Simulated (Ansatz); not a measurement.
C₃H₂F₂O, SMILES `O=C/C(F)=C/F`. The species carries charge 0 and has multiplicity 1.

```xyz
8

O     0.929   -1.456   -1.004
C     1.126   -0.388   -0.486
C     0.091    0.405    0.192
F     0.502    1.565    0.705
C    -1.172    0.003    0.293
F    -2.096    0.718    0.903
H     2.124    0.093   -0.479
H    -1.504   -0.939   -0.124
```

(1) Give the diagnostics of a CCSD(T)/def2-TZVPP run (frozen core, Ansatz 0.2.0). (Estimate.)

Results:

(1) Ansatz gave: T1 = 0.0149, largest single amplitude 0.034, largest double 0.078, (T) share of the correlation energy 3.9 %, 12 CCSD cycles. The RHF solution is unstable towards an unrestricted one. T1 lies under the customary mark of 0.02 for closed shells.
